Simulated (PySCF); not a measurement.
Compound: C4H6N2.
Numbering: `[CH2:1]=[C:2]([C:3]#[N:4])[CH2:5][NH2:6]` (hydrogens: H7, H8 on C1; H9, H10 on C5; H11, H12 on N6)

Geometry (PBE0-D3(BJ)/def2-SVP, Å), atoms numbered from 1 in this order:
```xyz
12
C4H6N2 angstrom
C     -0.6375   -0.8753   -1.4989
C     -0.3426    0.0422   -0.5663
C      0.0579    1.3661   -0.9520
N      0.3954    2.4462   -1.2062
C     -0.3520   -0.2216    0.9287
N      0.8872    0.0543    1.6132
H     -0.9315   -1.8850   -1.1997
H     -0.5975   -0.6478   -2.5663
H     -0.6365   -1.2750    1.0820
H     -1.1483    0.3863    1.3908
H      1.6618   -0.4433    1.1796
H      1.1133    1.0466    1.5831
```

Theory: PySCF, PBE0-D3(BJ)/def2-SVP geometry optimisation, gas phase.

Take the most abundant isotopes and a rigid rotor. The values belong to one conformer with, in the numbering `[CH2:1]=[C:2]([C:3]#[N:4])[CH2:5][NH2:6]`, C1–C2–C5–N6 123°, C2–C5–N6–H -54° and 65°.

(1) What are A, B and C (MHz)?

(2) Classify the top.

(3) What does the inertial defect say?

(4) Give the other two planar moments, Paa and Pbb, and the rms extents of the mass along the axes.

(5) Which lines would a microwave search look for?

(6) Estimate the classical rotational partition function at 10 K, 25 K and 100 K.

Answers

(1) Ia = 110.13, Ib = 155.03, Ic = 245.80 u·Å²; 505379 MHz·u·Å²/I gives A = 4589, B = 3260, C = 2056 MHz.

(2) An asymmetric top: κ = (2 × 3260 − 4589 − 2056)/(4589 − 2056) = -0.05.

(3) Not planar: Δ = Ic − Ia − Ib = -19.36 u·Å². For a rigid frame Δ = −2 Σ m c², so Σ m c² = 9.68 u·Å² lies off the ab plane: 4.66 from hydrogen and 5.02 from heavier atoms. The atom farthest from that plane is 1.53 Å away.

(4) Paa = Σ m a² = (Ib + Ic − Ia)/2 = 145.35 and Pbb = Σ m b² = (Ia + Ic − Ib)/2 = 100.45 u·Å². With the mass M = 82.05 u, the rms extents √(P/M) along a, b and c are 1.33, 1.11, 0.34 Å.

(5) The dipole components are |μa| = 1.81 D, |μb| = 2.52 D, |μc| = 0.46 D. The squared components, which scale the intensities, stand as 0.52 : 1.00 : 0.03 (a : b : c). Some lines, for components of 0.1 D or more:

```tsv
type	branch	J(Ka,Kc)	MHz	lower level (cm⁻¹)
a	Q	2(2,0) ← 2(2,1)	527	0.790
c	Q	2(1,2) ← 2(0,2)	652	0.514
a	Q	1(1,0) ← 1(1,1)	1204	0.222
c	Q	1(1,1) ← 1(0,1)	1329	0.177
b	Q	1(1,0) ← 1(0,1)	2533	0.177
a	Q	2(1,1) ← 2(1,2)	3611	0.536
c	Q	2(2,1) ← 2(1,1)	3987	0.657
b	Q	2(1,1) ← 2(0,2)	4264	0.514
b	Q	2(2,0) ← 2(1,1)	4514	0.657
a	R	1(0,1) ← 0(0,0)	5316	0.000
b	R	1(1,1) ← 0(0,0)	6645	0.000
b	Q	2(2,1) ← 2(1,2)	7599	0.536
c	R	1(1,0) ← 0(0,0)	7849	0.000
b	R	2(0,2) ← 1(1,1)	8776	0.222
a	R	2(1,2) ← 1(1,1)	9428	0.222
a	R	2(0,2) ← 1(0,1)	10105	0.177
b	R	2(1,2) ← 1(0,1)	10757	0.177
a	R	2(1,1) ← 1(1,0)	11836	0.262
c	R	2(1,1) ← 1(0,1)	14369	0.177
b	R	2(2,1) ← 1(1,0)	15823	0.262
c	R	2(2,0) ← 1(1,0)	16350	0.262
c	R	2(2,1) ← 1(1,1)	17027	0.222
b	R	2(2,0) ← 1(1,1)	17554	0.222
```

(6) Point group C1, symmetry number σ = 1; q = (√π/σ)·√((kT/h)³/(ABC)), k/h = 20836.6 MHz/K: 961 at 10 K, 3800 at 25 K, 30400 at 100 K.

No PBE0-D3(BJ)/def2-SVP frequencies stand behind this structure, so it isn't proved a minimum. Zero-point vibration and centrifugal distortion are left out. A rigid rotor knows nothing of inversion at nitrogen, which can split or shift real lines. Quadrupole hyperfine structure (14N) is left out.

On one thread of an Arm Neoverse V1, no GPU, shared host, this took 29 s wall. This is the geometry optimisation.
